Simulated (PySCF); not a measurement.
Consider 2,2-difluoropropane, `CC(C)(F)F` (C3H6F2). Optimised structure (Å), atoms numbered from 1:
```
C     1.1672    0.5643   -0.1573
C     0.0350   -0.1852    0.4980
C    -1.1996   -0.3822   -0.3445
F     0.4918   -1.4102    0.8901
F    -0.3169    0.4714    1.6413
H     0.8418    1.5745   -0.4403
H     2.0009    0.6431    0.5538
H     1.5109    0.0317   -1.0542
H    -1.6226    0.5885   -0.6362
H    -1.9450   -0.9368    0.2417
H    -0.9568   -0.9563   -1.2489
```

Energies: M06-2X/def2-TZVP (PySCF, density fitting, integration grid level 3) on PBE0-D3(BJ)/def2-SVP structures. Thermal corrections: PBE0-D3(BJ)/def2-SVP frequencies, unscaled, ideal gas at 298.15 K and 1 bar, quasi-RRHO entropy.

Question: Rank these bonds by dissociation enthalpy, weakest first.
A. C2–F4
B. C1–C2
C. C1–H

Answer: B (400 kJ/mol), C (434 kJ/mol), A (512 kJ/mol).

Question: For C1–H, what are ΔE (electronic) and ΔG(298 K) of the homolysis?

Answer: ΔE = 467 and ΔG = 394 kJ/mol, beside ΔH = 434 kJ/mol. The radicals are `[CH2]C(C)(F)F` and H•.
